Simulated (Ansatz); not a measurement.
[AlH$_{2}$···H···SiH$_{2}$], singlet in cc-pVDZ: errors against RCCSDT(Q)

Geometry: a point of a hydrogen-transfer path between rigid fragments, not a stationary point.

```yaml
atoms:
  - { symbol: Al, position_ang: [-1.9526, 0.0293, 0.0000] }
  - { symbol: H, position_ang: [-2.7455, 1.4027, 0.0000] }
  - { symbol: H, position_ang: [-2.7455, -1.3441, 0.0000] }
  - { symbol: H, position_ang: [0.4384, 0.0293, 0.0000] }
  - { symbol: Si, position_ang: [1.8784, 0.0293, 0.0000] }
  - { symbol: H, position_ang: [2.4906, -0.8450, 1.0900] }
  - { symbol: H, position_ang: [2.4906, -0.8450, -1.0900] }
```

Basis cc-pVDZ; Ansatz 0.2.0. Only valence electrons are correlated (noble-gas cores frozen), which leaves 12 electrons in 51 orbitals. Prefix R: restricted or restricted open-shell reference; prefix U: unrestricted. Active spaces: frontier = (8e, 8o) about the gap; pair = (2e, 2o) about the gap.

Full CI isn't at hand for all of this; RCCSDT(Q) serves as the reference, and is uncertain by about the last step of the cluster series. The frozen core follows each run's orbitals, which can shift R against U totals by a few meV.

Unrestricted rows (U) aren't spin-pure: their determinants' ⟨S²⟩ exceeds S(S+1) by up to 0.95, so they mix in states of higher spin.

* UHF ⟨S²⟩: 0.949
* T1 diagnostic (RCCSD): 0.0497
* largest doubles amplitude (RCCSD): 0.340

```json
{"level": "RHF", "E − E(RCCSDT(Q)) (kJ/mol)": "686.3", "share of correlation (%)": "0.00", "wall time": "–"}
{"level": "UHF", "E − E(RCCSDT(Q)) (kJ/mol)": "564.4", "share of correlation (%)": "17.76", "wall time": "–"}
{"level": "RMP2", "E − E(RCCSDT(Q)) (kJ/mol)": "182.7", "share of correlation (%)": "73.39", "wall time": "–"}
{"level": "UMP2", "E − E(RCCSDT(Q)) (kJ/mol)": "152.1", "share of correlation (%)": "77.84", "wall time": "–"}
{"level": "CISD", "E − E(RCCSDT(Q)) (kJ/mol)": "120.0", "share of correlation (%)": "82.52", "wall time": "1.1 s"}
{"level": "RCCSD", "E − E(RCCSDT(Q)) (kJ/mol)": "40.9", "share of correlation (%)": "94.04", "wall time": "–"}
{"level": "UCCSD", "E − E(RCCSDT(Q)) (kJ/mol)": "25.7", "share of correlation (%)": "96.25", "wall time": "–"}
{"level": "RCCSD(T)", "E − E(RCCSDT(Q)) (kJ/mol)": "8.8", "share of correlation (%)": "98.72", "wall time": "0.72 s"}
{"level": "UCCSD(T)", "E − E(RCCSDT(Q)) (kJ/mol)": "13.9", "share of correlation (%)": "97.97", "wall time": "3.9 s"}
{"level": "BCCD(T)", "E − E(RCCSDT(Q)) (kJ/mol)": "10.8", "share of correlation (%)": "98.42", "wall time": "0.84 s"}
{"level": "RCCSDT", "E − E(RCCSDT(Q)) (kJ/mol)": "3.4", "share of correlation (%)": "99.50", "wall time": "–"}
{"level": "UCCSDT", "E − E(RCCSDT(Q)) (kJ/mol)": "4.0", "share of correlation (%)": "99.42", "wall time": "–"}
{"level": "UCCSDT(Q)", "E − E(RCCSDT(Q)) (kJ/mol)": "1.1", "share of correlation (%)": "99.84", "wall time": "45 s"}
{"level": "CASSCF (pair space)", "E − E(RCCSDT(Q)) (kJ/mol)": "557.5", "share of correlation (%)": "18.77", "wall time": "–"}
{"level": "NEVPT2 (pair space)", "E − E(RCCSDT(Q)) (kJ/mol)": "138.4", "share of correlation (%)": "79.84", "wall time": "0.57 s"}
{"level": "MRCISD (pair space)", "E − E(RCCSDT(Q)) (kJ/mol)": "61.5", "share of correlation (%)": "91.04", "wall time": "–"}
{"level": "MRCISD+Q (pair space)", "E − E(RCCSDT(Q)) (kJ/mol)": "5.6", "share of correlation (%)": "99.19", "wall time": "0.72 s"}
{"level": "CASSCF (frontier space)", "E − E(RCCSDT(Q)) (kJ/mol)": "440.7", "share of correlation (%)": "35.79", "wall time": "–"}
{"level": "NEVPT2 (frontier space)", "E − E(RCCSDT(Q)) (kJ/mol)": "129.9", "share of correlation (%)": "81.08", "wall time": "4.2 s"}
{"level": "MRCISD (frontier space)", "E − E(RCCSDT(Q)) (kJ/mol)": "40.8", "share of correlation (%)": "94.05", "wall time": "–"}
{"level": "MRCISD+Q (frontier space)", "E − E(RCCSDT(Q)) (kJ/mol)": "4.0", "share of correlation (%)": "99.42", "wall time": "5.5 s"}
```

The correlation energy at RCCSDT(Q), counted from RHF, is -7.113 eV. That run took 9.5 s on 1 thread of AMD EPYC 9R45, shared host.

Times hold each run's SCF and search for its determinant on a shared host, so for small cases they say little of a method's own cost; they ran on 1 thread of AMD EPYC 9R45.
